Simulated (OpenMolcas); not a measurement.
Predicting a hybrid from its neighbours: SiCl2

The species is SiCl2 (3 atoms), meant as a singlet with charge 0. As SMILES, `Cl[Si]Cl`. Geometry: relaxed at PBE0-D4/def2-TZVP.

The HOMO–LUMO gap y, in eV, basis cc-pVTZ; a is the functional's share of exact exchange. Programs: OpenMolcas 26.06.

| functional | program | a | y (eV) |
| --- | --- | --- | --- |
| TPSS | OpenMolcas | 0 | 3.15 |
| r2SCAN | OpenMolcas | 0 | 3.29 |
| B3LYP | OpenMolcas | 0.2 | 4.53 |
| PBE0 | OpenMolcas | 0.25 | ? |
| BHLYP | OpenMolcas | 0.5 | 6.79 |

**Question.** Fit y = c + s·a to the known rows and predict PBE0.

**Answer.** 
1. Means of the 4 rows: a = 0.1750, y = 4.440.
2. Σ(Δa)² = 0.1675, Σ(Δa·Δy) = 1.193, so the slope is 1.193/0.1675 = 7.1224.
3. Intercept: 4.440 − (7.1224) × 0.1750 = 3.194. The largest residual of the fit is 0.096.
4. PBE0: 3.194 + (7.1224) × 0.25 = 4.97 eV.

The run gave 4.88 eV, so the prediction is off by +0.09 eV, within the scatter of the fit. Exact exchange lowers occupied levels and raises empty ones. The rows mix families of semi-local functionals, which the line can't see.
